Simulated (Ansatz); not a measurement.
A nudged elastic band was laid between two geometries of CH3FS (6 atoms, charge 0, multiplicity 1).

These are results of RKS PBE0-D4/def2-mTZVP (Ansatz), not measurements.

```yaml
movable_images: 9
climbing_image: yes
spring: 5.0 eV/Å²
optimiser: quadratic models (default)
start_path: IDPP
force_threshold: 0.03 eV/Å
iteration_limit: 60
end_points: relaxed
```

First end point:

```xyz
6
Properties=species:S:1:pos:R:3
F 0.658 0.102 -1.382
C -0.017 -0.397 -0.290
S -0.803 0.888 0.700
H 0.690 -0.971 0.309
H -0.820 -1.045 -0.644
H 0.334 1.360 1.260
```

Last end point:

```xyz
6
Properties=species:S:1:pos:R:3
F 0.914 0.037 -1.234
C 0.116 -0.430 -0.212
S 0.082 0.670 1.215
H 0.523 -1.378 0.141
H -0.887 -0.580 -0.611
H -0.706 1.616 0.655
```

Question: Which bonds break or form, and what moves?

Answer: No bond is made or broken. The dihedral F1–C2–S3–H6 goes from -74 to 74°. The two ends are copies of one structure, up to a mirror image or an exchange of like atoms.

Question: Give the energies along the band, and the barrier.

Answer: It converged. The highest image is number 5 of 0 to 10, 19.0 kJ/mol above the ends, which have the same energy within 2 meV. A vibrational analysis at the climbing image gives one clearly imaginary mode, 334i cm⁻¹: a first-order saddle point.

```csv
image,path coordinate (Å),energy (kJ/mol),dihedral F1–C2–S3–H6 (°)
0,0.00,0.0,-74
1,0.23,1.6,-60
2,0.45,6.0,-46
3,0.68,11.8,-31
4,0.90,16.9,-16
5,1.13,19.0,0
6,1.36,16.9,16
7,1.58,11.8,31
8,1.81,5.9,46
9,2.04,1.6,60
10,2.26,0.0,74
```

Question: What is the geometry of the highest image?

Answer: 
```xyz
6
Properties=species:S:1:pos:R:3
F 0.925 0.193 -0.994
C -0.013 -0.459 -0.235
S -0.631 0.626 1.113
H 0.450 -1.346 0.199
H -0.844 -0.741 -0.881
H 0.154 1.663 0.752
```

Question: What are the harmonic wavenumbers there?

Answer: 334i, 361, 723, 905, 982, 1122, 1257, 1397, 1532, 2702, 3084, 3143 cm⁻¹.

The band took 5 iterations and of the order of 60 core-seconds.

Time of the run: 62 s on 1 thread of Intel(R) Xeon(R) 6975P-C (Granite Rapids), with other jobs on the host, peak memory 0.14 GiB.
